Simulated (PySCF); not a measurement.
A GIAO shielding run with PySCF (density fitting, non-relativistic, gas phase) on SMILES CC(C)C(=O)Cl, C₄H₇ClO:

```
$ OMP_NUM_THREADS=1 python probes_run.py task.json out

{"job": {"kind": "nmr", "xc": "BLYP", "basis": "pcSseg-1", "pop": false}, "charge": 0, "multiplicity": 1}
C      0.910889    -0.918531    -0.497232
C      0.014497    -0.037279     0.375490
C     -1.450681    -0.115040    -0.026326
C      0.491011     1.396154     0.333902
O     -0.066440     2.326370    -0.136654
Cl     2.101673     1.605111     1.108994
H      0.579303    -1.964604    -0.429197
H      1.960416    -0.865108    -0.177997
H      0.850976    -0.610864    -1.552684
H      0.138257    -0.358154     1.424420
H     -2.081936     0.504226     0.626542
H     -1.803080    -1.154733     0.036188
H     -1.592042     0.237564    -1.058502
```

Hardware: 1 thread of an Arm Neoverse V1, shared host.

**Question.** How large is the calculation?

**Answer.** 56 electrons, 144 basis functions and 768 auxiliary functions.

**Question.** How long does it take, and how much memory does it need?

**Answer.** 19 s of wall time, with 16 SCF cycles; peak memory 0.69 GiB. Times on a shared host scatter by some tens of per cent.

**Question.** And these other runs on the same molecule and hardware: GIAO shielding at BP86/pcSseg-1; GIAO shielding at HF/pcSseg-1; GIAO shielding at LDA/pcSseg-1; GIAO shielding at OPBE/pcSseg-1; GIAO shielding at PBE/pcSseg-1?

**Answer.** BP86/pcSseg-1: 144 functions, 19 s; HF/pcSseg-1: 144 functions, 6 s; LDA/pcSseg-1: 144 functions, 17 s; OPBE/pcSseg-1: 144 functions, 20 s; PBE/pcSseg-1: 144 functions, 20 s.
